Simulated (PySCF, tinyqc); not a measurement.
Worked calculation: coupled-perturbed Hartree-Fock on RHF in the sto-3g basis, for BH, spin multiplicity 1. The lowest restricted solution is unstable here: a spin-polarised one lies 0.0124 hartree lower (PySCF). One step of it, computed by the program tinyqc.

Task: Integrals over molecular orbitals. (pq|rs) = sum C_ip C_jq C_kr C_ls (ij|kl), one index at a time.

coefficients C:
```
              MO1        MO2        MO3       MO4        MO5        MO6
1B 1s    0.992043  -0.204750  -0.204626  0.000000   0.000000   0.137448
1B 2s    0.030375   0.547677   0.802691  0.000000   0.000000  -0.809112
1B 2px   0.000000   0.000000   0.000000  0.457436   0.889243   0.000000
1B 2py   0.000000   0.000000   0.000000  0.889243  -0.457436   0.000000
1B 2pz   0.007174   0.232024  -0.582967  0.000000   0.000000  -1.050523
2H 1s   -0.007865   0.524267  -0.356292  0.000000   0.000000   1.260795
```

core Hamiltonian H = T + V (hartree), lower triangle:
```
             1B 1s      1B 2s     1B 2px     1B 2py     1B 2pz      2H 1s
1B 1s   -12.779248
1B 2s    -3.310725  -3.852056
1B 2px    0.000000   0.000000  -3.014639
1B 2py    0.000000   0.000000   0.000000  -3.014639
1B 2pz   -0.019726  -0.168200   0.000000   0.000000  -3.142368
2H 1s    -0.897610  -1.804710   0.000000   0.000000  -1.610300  -2.719189
```

Two-electron integrals (ij|kl) in chemists' order, unique and non-zero (hartree):
```
(11|11) 2.923513   (21|11) 0.518376   (21|21) 0.109262   (22|11) 0.744229
(22|21) 0.193177   (22|22) 0.544804   (31|31) 0.020264   (32|31) 0.029996
(32|32) 0.120346   (33|11) 0.742491   (33|21) 0.193240   (33|22) 0.544682
(33|33) 0.586773   (41|41) 0.020264   (42|41) 0.029996   (42|42) 0.120346
(43|43) 0.031630   (44|11) 0.742491   (44|21) 0.193240   (44|22) 0.544682
(44|33) 0.523513   (44|44) 0.586773   (51|51) 0.020264   (52|51) 0.029996
(52|52) 0.120346   (53|53) 0.031630   (54|54) 0.031630   (55|11) 0.742491
(55|21) 0.193240   (55|22) 0.544682   (55|33) 0.523513   (55|44) 0.523513
(55|55) 0.586773   (61|11) 0.138632   (61|21) 0.029096   (61|22) 0.051525
(61|33) 0.051270   (61|44) 0.051270   (61|51) 0.002148   (61|52) 0.003912
(61|55) 0.052064   (61|61) 0.008001   (62|11) 0.300864   (62|21) 0.079119
(62|22) 0.241545   (62|33) 0.234983   (62|44) 0.234983   (62|51) 0.008731
(62|52) 0.050669   (62|55) 0.254455   (62|61) 0.022442   (62|62) 0.141367
(63|31) 0.008367   (63|32) 0.037879   (63|53) 0.009767   (63|63) 0.016688
(64|41) 0.008367   (64|42) 0.037879   (64|54) 0.009767   (64|64) 0.016688
(65|11) 0.269458   (65|21) 0.071862   (65|22) 0.231562   (65|33) 0.219190
(65|44) 0.219190   (65|51) 0.015304   (65|52) 0.082739   (65|55) 0.256067
(65|61) 0.021505   (65|62) 0.159203   (65|65) 0.192325   (66|11) 0.449716
(66|21) 0.120519   (66|22) 0.413190   (66|33) 0.388378   (66|44) 0.388378
(66|51) 0.017275   (66|52) 0.129175   (66|55) 0.462407   (66|61) 0.035020
(66|62) 0.299270   (66|65) 0.368157   (66|66) 0.774606
```

Give: one-electron integrals over orbitals h = C^T H C; Two-electron integrals over orbitals.

Result:

one-electron integrals over orbitals h = C^T H C (hartree), lower triangle:
```
          1        2        3        4        5        6
1  -12.7654
2    0.2607  -3.1415
3    0.2469  -0.1110  -2.9574
4    0.0000   0.0000   0.0000  -3.0146
5    0.0000   0.0000   0.0000   0.0000  -3.0146
6   -0.1569   0.4632  -0.1856   0.0000   0.0000  -2.4608
```

Two-electron integrals over orbitals (pq|rs), unique and non-zero (hartree):
```
(11|11) 2.8903     (21|11) -0.2252    (21|21) 0.0293     (22|11) 0.6015
(22|21) 6.99e-05   (22|22) 0.6014     (31|11) -0.2191    (31|21) 0.0231
(31|22) -0.0202    (31|31) 0.0349     (32|11) 0.0800     (32|21) -0.0081
(32|22) -0.0741    (32|31) 0.0030     (32|32) 0.0587     (33|11) 0.7003
(33|21) -0.0163    (33|22) 0.4142     (33|31) 0.0044     (33|32) 0.0481
(33|33) 0.5770     (41|41) 0.0217     (42|41) 0.0188     (42|42) 0.0588
(43|41) 0.0189     (43|42) 0.0425     (43|43) 0.0650     (44|11) 0.7420
(44|21) -0.0088    (44|22) 0.4634     (44|31) -0.0075    (44|32) 0.0399
(44|33) 0.5099     (44|44) 0.5868     (51|51) 0.0217     (52|51) 0.0188
(52|52) 0.0588     (53|51) 0.0189     (53|52) 0.0425     (53|53) 0.0650
(54|54) 0.0316     (55|11) 0.7420     (55|21) -0.0088    (55|22) 0.4634
(55|31) -0.0075    (55|32) 0.0399     (55|33) 0.5099     (55|44) 0.5235
(55|55) 0.5868     (61|11) 0.1461     (61|21) -0.0240    (61|22) -0.0135
(61|31) -0.0058    (61|32) 0.0118     (61|33) 0.0242     (61|44) 0.0041
(61|55) 0.0041     (61|61) 0.0301     (62|11) -0.1858    (62|21) 0.0034
(62|22) 0.0098     (62|31) 0.0111     (62|32) -0.0515    (62|33) -0.0379
(62|44) -0.0902    (62|55) -0.0902    (62|61) 0.0044     (62|62) 0.1224
(63|11) 0.0814     (63|21) -0.0045    (63|22) -0.0559    (63|31) 0.0073
(63|32) 0.0495     (63|33) 0.0773     (63|44) 0.0356     (63|55) 0.0356
(63|61) 0.0110     (63|62) -0.0513    (63|63) 0.0705     (64|41) -0.0122
(64|42) -0.0373    (64|43) -0.0154    (64|64) 0.0337     (65|51) -0.0122
(65|52) -0.0373    (65|53) -0.0154    (65|65) 0.0337     (66|11) 0.6814
(66|21) -0.0041    (66|22) 0.5903     (66|31) -0.0195    (66|32) -0.0622
(66|33) 0.4579     (66|44) 0.4805     (66|55) 0.4805     (66|61) -0.0085
(66|62) 0.0198     (66|63) -0.0421    (66|66) 0.6215
```
